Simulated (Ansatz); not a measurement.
# CH2Al (quartet): wB97M-V, B2PLYP over a scan of the distance Al1–C2, 6-31G

How well do these functionals follow the top wave-function level for CH2Al (quartet) over a scan of the distance Al1–C2?

Computed with Ansatz 0.2.0, Gaussian basis. Level: 6-31G, all electrons in the functionals, frozen cores in the correlation of double hybrids and RPA.

Plan: wB97M-V, B2PLYP, at 1.544 Å; 1.763 Å; 1.923 Å; 2.107 Å; 2.373 Å; 2.689 Å; 3.113 Å; 3.498 Å; 4.321 Å; 5.207 Å; 6.629 Å.

### 1 What is computed

The geometry derives from a PBE0/def2-TZVP stationary point (not a proven minimum). One bond is set to the value named and the two fragments are kept rigid.

4 atoms, charge 0, spin multiplicity 4.

Atoms are counted from 1 here; the program's logs count them from 0.

Bond lengths: Al1–C2 1.923 Å, Al1–H3 1.613 Å, C2–H4 1.088 Å. Angles: C2–Al1–H3 117.5°, Al1–C2–H4 152.8°.

No dispersion term is added; wB97M-V holds VV10 nonlocal correlation.

The geometry shown and the zero of energy belong to the point 1.923 Å. The yardstick, FCI, and other wave-function levels (R restricted, U unrestricted, valence and pair active spaces) come from earlier runs.

### 2 wB97M-V, 1.544 Å

Input file in.yaml:

```yaml
crystal:
  periodic: [false, false, false]
  atoms:
    - {symbol: Al, position_ang: [0.000000, -0.069098, 0.493099]}
    - {symbol: C, position_ang: [0.000000, -0.001257, -1.049410]}
    - {symbol: H, position_ang: [0.000000, 1.326994, 1.300211]}
    - {symbol: H, position_ang: [0.000000, 0.537662, -1.995129]}
basis:
  gaussian: {orbitals: 6-31G}
magnetization: {spin_polarized: true, initial_magnetization: 3}
hamiltonian: {xc: {name: wB97M-V}}
output: {orbitals: {seedname: orbitals}}
```

Launch:

```
$ ansatz run in.yaml --threads 1 --pin off --events-out ev --progress --plain --max-ram 4096MiB --backend cpu
```

After this run come: wB97M-V, 1.763 Å; wB97M-V, 1.923 Å; wB97M-V, 2.107 Å; wB97M-V, 2.373 Å; wB97M-V, 2.689 Å; wB97M-V, 3.113 Å; wB97M-V, 3.498 Å; wB97M-V, 4.321 Å; wB97M-V, 5.207 Å; wB97M-V, 6.629 Å; B2PLYP, 1.544 Å; B2PLYP, 1.763 Å; B2PLYP, 1.923 Å; B2PLYP, 2.107 Å; B2PLYP, 2.373 Å; B2PLYP, 2.689 Å; B2PLYP, 3.113 Å; B2PLYP, 3.498 Å; B2PLYP, 4.321 Å; B2PLYP, 5.207 Å; B2PLYP, 6.629 Å.

Before running them: what should the planned runs give, taken together? Wanted: span of the FCI curve; largest miss, wB97M-V; largest miss, B2PLYP.

As calculated:

| quantity | value |
| --- | --- |
| span of the FCI curve | 60.9 kcal/mol |
| largest miss, wB97M-V | +16.1 kcal/mol (6.629 Å) |
| largest miss, B2PLYP | +13.2 kcal/mol (6.629 Å) |

In words: Of the functionals, B2PLYP keep the smallest largest miss at the points compared (at most 13.2 kcal/mol) and wB97M-V strays most (16.1 kcal/mol, at 6.629 Å). Functionals and the yardstick converge differently with the basis, so part of each miss in 6-31G is the basis.
